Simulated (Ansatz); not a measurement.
Input for Ansatz (development build ahead of 0.2.0):

```yaml
crystal:
  periodic: [false, false, false]
  atoms:
    - { symbol: Si, position_ang: [0.04068, 0.06158, -0.00127] }
    - { symbol: H, position_ang: [0.80594, -1.06036, 0.58983] }
    - { symbol: H, position_ang: [-0.31728, -0.22378, -1.40989] }
    - { symbol: H, position_ang: [-1.16626, 0.36282, 0.80268] }
basis:
  gaussian: { orbitals: def2-SVP }
magnetization:
  spin_polarized: true
  initial_magnetization: 1
hamiltonian:
  xc: hf
output:
  forces: true
```

The input is written out in the form of the current development build from the run's settings.

Output:

```yaml
Converged: yes
Total_energy: -290.53404 hartree
Spin_squared_of_the_determinant: 0.754
Stability_test: minimum
```

Forces (eV/Å):
| atom | Fx | Fy | Fz |
| --- | --- | --- | --- |
| Si1 | 0.000 | 0.000 | 0.000 |
| H2 | 0.000 | 0.000 | 0.000 |
| H3 | 0.000 | 0.000 | 0.000 |
| H4 | 0.000 | 0.000 | 0.000 |
